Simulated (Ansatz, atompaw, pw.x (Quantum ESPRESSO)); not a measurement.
# Which V potential is closest to all-electron in the bcc crystal?

All use PBE, scalar-relativistic, no spin, cutoffs from each file’s atomic test, pw.x 7.5; 15³ k-points, Fermi–Dirac smearing 0.01 Ry. Δ is the rms difference from all-electron LAPW of the E(V) curves that follow from fits to the pressures, over ±6 % in volume. Mesh and smearing are coarse and serve the comparison alone. The files are a selection: those with a ghost or negative overlap were mostly not run, and those with noisy or unconverged pressures or nearly equal Δ are left out.

All-electron: a0 = 3.000 Å (V0 = 13.50 Å³/atom), B0 = 179.4 GPa.

(1) Rank them by Δ, smallest first.
A. PAW, atompaw 4.2.0.5, PBE; core [Ne], reference 3s2 3p6 3d3 4s2 4p0; waves: 3s (bound): rc 1.60 bohr; 4s (bound): rc 1.60 bohr; 3p (bound): rc 1.05 bohr; 4p (bound, empty): rc 1.60 bohr; 3d (bound): rc 1.60 bohr; 3d channel at 3.2 Ry: rc 1.60 bohr; local part: troulliermartins scheme with l = 3 at 0 Ry, radius 1.45 bohr; core correction: smooth core density matched at 1.55 bohr; augmentation: sinc compensation charge, radius 1.60 bohr; PAW radius 1.60 bohr; waves and projectors: custom rrkj vanderbiltortho.
B. PAW, atompaw 4.2.0.5, PBE; core [Ar], reference 3d3 4s2 4p0; waves: 4s (bound): rc 2.45 bohr; 4s channel at 0.15 Ry: rc 2.45 bohr; 4p (bound, empty): rc 3.00 bohr; 4p channel at 0.45 Ry: rc 3.00 bohr; 3d (bound): rc 1.75 bohr; 3d channel at 0.5 Ry: rc 1.75 bohr; local part: bessel scheme, radius 2.05 bohr; core correction: smooth core density matched at 2.25 bohr; augmentation: besselshape compensation charge, radius 2.55 bohr; PAW radius 3.00 bohr; waves and projectors: custom rrkj gramschmidtortho.
C. PAW, atompaw 4.2.0.5, PBE; core [Ar], reference 3d3 4s1.75 4p0.25; waves: 4s (bound): rc 2.90 bohr; 4s channel at 1.2 Ry: rc 3.00 bohr; 4p (bound): rc 3.00 bohr; 4p channel at 0.45 Ry: rc 3.00 bohr; 3d (bound): rc 2.30 bohr; 3d channel at 2.05 Ry: rc 2.30 bohr; local part: bessel scheme, radius 2.40 bohr; core correction: smooth core density matched at 1.90 bohr; augmentation: sinc compensation charge, radius 2.55 bohr; PAW radius 3.00 bohr; waves and projectors: custom rrkj vanderbiltortho.
D. PAW, atompaw 4.2.0.5, PBE; core [Ar], reference 3d3 4s2 4p0; waves: 4s (bound): rc 2.95 bohr; 4s channel at 2 Ry: rc 2.95 bohr; 4p (bound, empty): rc 3.00 bohr; 4p channel at 0.7 Ry: rc 3.00 bohr; 3d (bound): rc 2.45 bohr; 3d channel at -0.05 Ry: rc 2.45 bohr; local part: bessel scheme, radius 2.50 bohr; core correction: smooth core density matched at 1.65 bohr; augmentation: sinc compensation charge, radius 2.35 bohr; PAW radius 3.00 bohr; waves and projectors: custom polynom gramschmidtortho.
E. PAW, atompaw 4.2.0.5, PBE; core [Ne], reference 3s2 3p6 3d3 4s2 4p0; waves: 3s (bound): rc 1.45 bohr; 4s (bound): rc 2.00 bohr; 3p (bound): rc 1.30 bohr; 4p (bound, empty): rc 2.00 bohr; 3d (bound): rc 2.00 bohr; 3d channel at 0.05 Ry: rc 2.00 bohr; 4f channel at -0.1 Ry: rc 2.00 bohr; local part: ultrasoft scheme with l = 4 at -0.5 Ry, radius 1.85 bohr; core correction: smooth core density matched at 1.95 bohr; augmentation: sinc compensation charge, radius 1.65 bohr; PAW radius 2.00 bohr; waves and projectors: custom polynom gramschmidtortho.

Results:

(1) E (0.1 meV/atom), A (2.2 meV/atom), B (4.4 meV/atom), D (9.6 meV/atom), C (14.7 meV/atom).
